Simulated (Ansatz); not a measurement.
**CHN (singlet): from Hartree-Fock to the top rungs at distance C2–H3 = 1.322 Å, 6-31G**

One table from this session's results is given with a row withheld; the runs are named, their logs left out.

Computed with Ansatz 0.2.0, Gaussian basis. Level: 6-31G, core rule «outside noble gas», up to 2 orbitals frozen.

To be run: UHF; CCSD(T) on RHF; BCCD(T) on RHF; CISD; CCSDT(Q) on RHF; CCSDTQ on RHF; CASSCF and MRCISD+Q, 2 electrons in 2 orbitals; CASSCF and NEVPT2, 2 electrons in 2 orbitals; CASSCF and MRCISD+Q, 10 electrons in 9 orbitals; CASSCF and NEVPT2, 10 electrons in 9 orbitals; Full CI.

16 further runs of the same task are left out: 13 that didn't finish, 3 set aside as unsound or not needed.

## The system

The geometry derives from a PBE0/def2-TZVP stationary point (not a proven minimum). One bond is set to the value named and the two fragments are kept rigid.

3 atoms, charge 0, spin multiplicity 1.

Atoms are counted from 1 here; the program's logs count them from 0.

Bond lengths: N1–C2 1.146 Å, C2–H3 1.322 Å. Angles: N1–C2–H3 180.0°.

The first run:

in.yaml reads:

```yaml
crystal:
  periodic: [false, false, false]
  atoms:
    - {symbol: N, position_ang: [0.000000, 0.000000, -1.204404]}
    - {symbol: C, position_ang: [0.000000, 0.000000, -0.058798]}
    - {symbol: H, position_ang: [0.000000, 0.000000, 1.263202]}
basis:
  gaussian: {orbitals: 6-31G}
magnetization: {spin_polarized: true, initial_magnetization: 0}
hamiltonian: {xc: hf}
output: {orbitals: {seedname: orbitals}}
```

On the command line:

```bash
$ ansatz run in.yaml --threads 1 --pin off --events-out ev --progress --plain --max-ram 2393MiB
```

Steps of the session up to this table: UHF; CCSD(T) on RHF; BCCD(T) on RHF; CISD; CCSDT(Q) on RHF; CCSDTQ on RHF; CASSCF and MRCISD+Q, 2 electrons in 2 orbitals; CASSCF and NEVPT2, 2 electrons in 2 orbitals; CASSCF and MRCISD+Q, 10 electrons in 9 orbitals; CASSCF and NEVPT2, 10 electrons in 9 orbitals; Full CI.

One table of the session follows, with a row left open; its other results are not shown here.

| method | from FCI (meV) |
| --- | --- |
| RHF | ? |
| RMP2 | +357.5 |
| CISD | +706.0 |
| RCCSD | +240.2 |
| RCCSD(T) | +39.2 |
| BCCD(T) | +39.8 |
| RCCSDT | +39.2 |
| RCCSDT(Q) | -1.1 |
| RCCSDTQ | +4.5 |
| CASSCF pair | +5403.8 |
| NEVPT2 pair | +439.2 |
| MRCISD pair | +561.2 |
| MRCISD+Q pair | +133.6 |
| CASSCF valence | +1702.7 |
| NEVPT2 valence | +398.8 |
| MRCISD valence | +56.6 |
| MRCISD+Q valence | +15.0 |
| FCI | 0 |

Estimate the missing values for RHF.

The run gave: from FCI (meV): +6241.2. In the column «from FCI (meV)» it is the highest.
